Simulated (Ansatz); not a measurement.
Results of PBE in Ansatz (PAW) for fluorite CdF2.

Run with plane-wave cutoff 520 eV, 8×8×8 k mesh, scalar-relativistic PAW data made under PBE.

Cell (relaxed at this level):

```yaml
crystal:
  lattice:
    - [0.00000, 2.74073, 2.74073]
    - [2.74073, 0.00000, 2.74073]
    - [2.74073, 2.74073, 0.00000]
  atoms:
    - { symbol: Cd, position: [0.00000, 0.00000, 0.00000] }
    - { symbol: F, position: [0.25000, 0.25000, 0.25000] }
    - { symbol: F, position: [0.75000, 0.75000, 0.75000] }
```

### Question
Predict the elastic constant C12, elastic constant C44, Voigt–Reuss–Hill bulk modulus and elastic constant C11.

### Answer

- elastic constant C12: 58.3 GPa
- elastic constant C44: 15.9 GPa
- Voigt–Reuss–Hill bulk modulus: 93.4 GPa
- elastic constant C11: 164 GPa

Elastic constants are with the ions relaxed.

Static lattice: no zero-point or thermal effects.

Ansatz is a first-principles code.
